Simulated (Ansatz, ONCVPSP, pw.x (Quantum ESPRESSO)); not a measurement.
Ge (diamond): variants of one ONCV potential in the solid

ONCVPSP 4.0.1 input, shortened (lines: element, Z, core and valence counts, functional; n l f; lmax; l rc ep ncon nbas qcut; lloc lpopt rc5 dvloc0; l nproj debl; icmod fcfact rcfact), PBE, scalar-relativistic:

```
  Ge 32.00    6    2        4      upf
    1    0    2.00
    2    0    2.00
    2    1    6.00
    3    0    2.00
    3    1    6.00
    3    2   10.00
    4    0    1.75
    4    1    2.25
    2
    0    1.55    0.00    3    6    4.70
    1    2.45    0.00    3    6    3.50
    2    2.30    0.03    3    6    3.90
    0    5    1.55    0.00
    0    0    2.70
    1    2    3.30
    2    2    2.70
    0    0.00    0.00
```

Crystal test: diamond Ge in pw.x 7.5, no spin, 8³ k-points, Fermi–Dirac smearing 0.01 Ry, cutoffs set for each file from its atomic test. The reference is all-electron LAPW (Ansatz 0.2.0) with the same functional, mesh and smearing; V0 and B0 come from Birch–Murnaghan fits to the pressures at five volumes. Errors are pseudo minus all-electron; Δ is the rms difference of the E(V) curves that follow from these fits, minima aligned, over ±6 % about the mean V0. Mesh and smearing are coarse, so the numbers serve the comparison and aren't converged zero-temperature values; the lattice is a test structure that the element need not adopt.

All-electron: a0 = 5.765 Å (V0 = 23.95 Å³/atom), B0 = 57.6 GPa.

1 further variants are left out: they gave no file fit for a test, a broken result, the same result as the base, or pressures whose basis-set error rivals the error shown.

```tsv
change	cutoffs (Ry)	pw.x	a0 (Å)	a0 error (%)	B0 error (%)	Δ (meV/atom)	mean pressure error (GPa)
base	35/140	converged	5.794	+0.49	-2.6	4.4	+0.86
core correction Teter function, fcfact 2.5, rcfact 1.5	50/200	converged	5.779	+0.24	+2.8	2.3	+0.44
s: qcut 2.9; p: qcut 2.2; d: qcut 2.4	115/460	converged	5.788	+0.40	-2.6	3.6	+0.69
d: ncon 5, nbas 8	35/140	converged	5.800	+0.61	-2.7	5.5	+1.07
```

Q: Give the row for: p: rc 3.02.

A: pw.x: converged; mean pressure error (GPa): +1.00; a0 (Å): 5.798; a0 error (%): +0.56; B0 error (%): -2.0; Δ (meV/atom): 5.1.
